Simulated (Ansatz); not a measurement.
**CHF₂N: vertical ionisation energy**

How much energy removes an electron from CHF₂N at fixed geometry? The cation is run at each level and the neutral's energy taken from earlier runs.

The runs use Ansatz 0.2.0, Gaussian basis; unrestricted cation, the program's frozen cores in correlated methods.

The runs, in order: UKS PBE-D4/def2-TZVPP; UKS r2SCAN-D4/def2-TZVPP; UKS PBE0-D4/def2-TZVPP; UKS B3LYP-D4/def2-TZVPP; UKS wB97X-V/def2-TZVPP; UKS wB97M-V/def2-TZVPP; UKS B2PLYP/def2-TZVPP; UHF-CCSD(T)/def2-TZVPP; UHF-MP2/def2-QZVPP; extrapolation to the limit; then −ε(HOMO) from the neutral's earlier runs with LDA (SPW92), PBE-D4, revPBE-D4, BLYP-D4, r2SCAN-D4, B97M-V, PBE0-D4, B3LYP-D4, r2SCANh-D4, r2SCAN0-D4, HSE06-D4, BHLYP-D4, CAM-B3LYP-D4, LC-ωPBE, ωB97X-V, ωB97M-V.

## Step 1: Structure used throughout

An earlier PBE0-D4 in a triple-zeta def2 set relaxation fixed the geometry.

SMILES `N=C(F)F`, 5 atoms, charge 0, spin multiplicity 1.

Atoms are counted from 1 here; the program's logs count them from 0.

Bond lengths: N1–C2 1.236 Å, N1–H5 1.014 Å, C2–F3 1.304 Å, C2–F4 1.320 Å. Angles: C2–N1–H5 111.7°, N1–C2–F3 123.4°, N1–C2–F4 128.2°, F3–C2–F4 108.4°.

## Step 2: Cation, UKS PBE-D4/def2-TZVPP

Contents of in.yaml:

```yaml
crystal:
  periodic: [false, false, false]
  atoms:
    - {symbol: N, position_ang: [0.122851, 0.962903, 0.094492]}
    - {symbol: C, position_ang: [0.107069, -0.271631, 0.150555]}
    - {symbol: F, position_ang: [0.712126, -0.955930, 1.081528]}
    - {symbol: F, position_ang: [-0.488312, -1.118499, -0.668029]}
    - {symbol: H, position_ang: [-0.403834, 1.309557, -0.699946]}
basis:
  gaussian: {orbitals: def2-TZVPP}
total_charge: 1
magnetization: {spin_polarized: true, initial_magnetization: 1}
hamiltonian: {xc: pbe, dispersion: d4}
```

Launch:

```bash
$ ansatz run in.yaml --threads 2 --pin off --events-out ev --progress --plain --max-ram 4352MiB
```

The runs that follow: Cation, UKS r2SCAN-D4/def2-TZVPP; Cation, UKS PBE0-D4/def2-TZVPP; Cation, UKS B3LYP-D4/def2-TZVPP; Cation, UKS wB97X-V/def2-TZVPP; Cation, UKS wB97M-V/def2-TZVPP; Cation, UKS B2PLYP (frozen core)/def2-TZVPP; Cation, UHF-CCSD(T)/def2-TZVPP; Cation, UHF-MP2/def2-QZVPP.

**Question.** What will the summary of the whole plan be? Wanted: ionisation energy, CCSD(T)/CBS; nearest functional by difference; nearest −ε(HOMO); −ε(HOMO) of PBE; T1 of the cation.

The runs gave:

```
                        quantity                value
  ionisation energy, CCSD(T)/CBS             12.51 eV
nearest functional by difference  B3LYP-D4 (-0.18 eV)
                nearest −ε(HOMO)   LC-ωPBE (-0.15 eV)
                 −ε(HOMO) of PBE              7.69 eV
                T1 of the cation                0.021
```

In words: By cation minus neutral, the functionals miss by 0.44 eV at most. −ε(HOMO) of PBE misses by 4.8 eV, since self-interaction lifts the level. Among orbital estimates LC-ωPBE comes nearest. Hartree-Fock falls 1.46 eV short, as the neutral has more correlation energy than the cation.
